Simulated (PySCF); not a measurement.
Species: propynyl isocyanide, C4H3N.
SMILES with atom numbers: `[C-:1]#[N+:2][C:3]#[C:4][CH3:5]` (hydrogens: H6, H7, H8 on C5)
Bond orders are those of one Lewis drawing.

Method: PBE0-D3(BJ)/def2-TZVP geometry optimisation, gas phase in PySCF 2.14.0; density fitting, grid level 2; the optimiser is geomeTRIC in internal coordinates, started from a GFN2-xTB structure with every atom displaced at random (about 0.01 Å).

Step 1: E = -5678.5639 eV
```
atom  x, y, z in Å  |  force x, y, z in eV/Å
C1      3.5248    0.5340   -0.2275    0.287  -0.085   0.013
N2      2.4235    0.2209    0.0290   -0.186   0.090  -0.036
C3      1.1547    0.0143    0.2485   -0.376   0.020   0.074
C4     -0.0314   -0.0965    0.4288    0.068   0.057  -0.104
C5     -1.4737   -0.1648    0.5932    0.364   0.055   0.043
H6     -1.9378    0.7186    0.1453   -0.023  -0.071   0.005
H7     -1.8722   -1.0582    0.1117   -0.072  -0.029  -0.005
H8     -1.7327   -0.1876    1.6534   -0.062  -0.037   0.009
```

Step 2: E = -5678.5802 eV
```
atom  x, y, z in Å  |  force x, y, z in eV/Å
C1      3.5465    0.4855   -0.2070    0.011  -0.118   0.056
N2      2.4224    0.2307    0.0245   -0.031   0.133  -0.072
C3      1.1449    0.0559    0.2304   -0.036   0.012   0.035
C4     -0.0384   -0.0602    0.4110    0.012   0.005  -0.043
C5     -1.4704   -0.1647    0.5950    0.111  -0.003   0.029
H6     -1.9687    0.7017    0.1542   -0.035  -0.010  -0.001
H7     -1.8578   -1.0667    0.1173   -0.020  -0.012  -0.005
H8     -1.7233   -0.2016    1.6570   -0.012  -0.008   0.001
```

Question: Estimate the geometry and energy of step 3. (The exact step hangs on the optimiser's Hessian estimate; all steps are aligned on step 2, rigid shifts and turns removed.)

Answer: E = -5678.5899 eV, largest force 0.130 eV/Å
```
atom  x, y, z in Å  |  force x, y, z in eV/Å
C1      3.5685    0.4084   -0.1723   -0.029  -0.052   0.029
N2      2.4193    0.2488    0.0168   -0.003   0.099  -0.055
C3      1.1338    0.1178    0.2036    0.123  -0.033   0.023
C4     -0.0472   -0.0080    0.3841   -0.041  -0.020   0.000
C5     -1.4670   -0.1640    0.5954   -0.103  -0.030   0.000
H6     -2.0192    0.6771    0.1694    0.008   0.011   0.004
H7     -1.8326   -1.0801    0.1240    0.024   0.010  -0.003
H8     -1.7005   -0.2193    1.6614    0.020   0.015   0.002
```

The energy changes by -0.0097 eV. The first-order estimate −F·Δx gives -0.0177 eV and the mean of the old and new forces, exact on a quadratic surface, -0.0096 eV. The step makes an angle of 61° with the force vector and moves no atom by more than 0.087 Å.

What follows is the cost of the whole optimisation. Hardware: an Arm Neoverse V2 with one thread, shared host. Cost: 47 s wall, 0.64 GiB resident at most.
